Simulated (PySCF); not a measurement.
# Relaxation of singlet HBS

All numbers come from PBE0/[B def2-TZVP, S def2-TZVP, H def2-TZVP], no relativity, density fitting, PySCF. A (50,194) grid was used.

A hand-made linear start, of C∞v symmetry, held to at least that symmetry:

```xyz
3
charge 0 multiplicity 1, angstrom
B     0.0000    0.0000    1.2233
S     0.0000    0.0000   -0.4967
H     0.0000    0.0000    2.3933
```

Optimiser trace:
```tsv
step	E − E(last) (kJ/mol)	largest gradient (Eh/bohr)
0	28.25	0.08787
1	1.88	0.03101
2	0.18	0.00800
3	0.00	0.00058
4	0.00	0.00006
```

It ends at C∞v with B–H 1.175 Å, B–S 1.598 Å; H–B–S 180.0°. A frequency run shows a minimum. Other isomers or separated fragments may lie lower.

Final geometry:
```xyz
3
charge 0 multiplicity 1, angstrom
B     0.0000    0.0000    1.1344
S     0.0000    0.0000   -0.4634
H     0.0000    0.0000    2.3094
```

The relaxation took about 8 core-seconds on a shared host.
